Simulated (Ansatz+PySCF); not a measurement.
The numbers below are computed, except where a source is named.
## PySCF 2.14.0 run

```python
from pyscf import gto, scf, mp

mol = gto.M(atom="""
C -1.121060 -0.874890 -0.000050
C -0.077470 0.116580 -0.000300
C 1.348290 -0.352320 -0.000130
H -2.150220 -0.538510 0.001150
H -0.910020 -1.938100 -0.000530
O -0.358300 1.316700 -0.000020
H 2.010690 0.511880 -0.014410
H 1.557110 -0.954380 0.889530
H 1.551090 -0.980540 -0.872740
""", basis='cc-pvtz', charge=0, spin=1)
mf = scf.UHF(mol)
mf.kernel()
pt = mp.MP2(mf, frozen=4).run()
print(mf.e_tot, pt.e_corr, pt.e_tot)
```

The script is written out from the run's settings.

The run gave:

```json
{
 "Converged": "yes",
 "Reference energy": "-191.41337 hartree",
 "Correlation energy": "-0.68777 hartree",
 "Total energy": "-192.10114 hartree",
 "Spin squared of the determinant": "0.898"
}
```

Caution: the unrestricted determinant is spin contaminated.
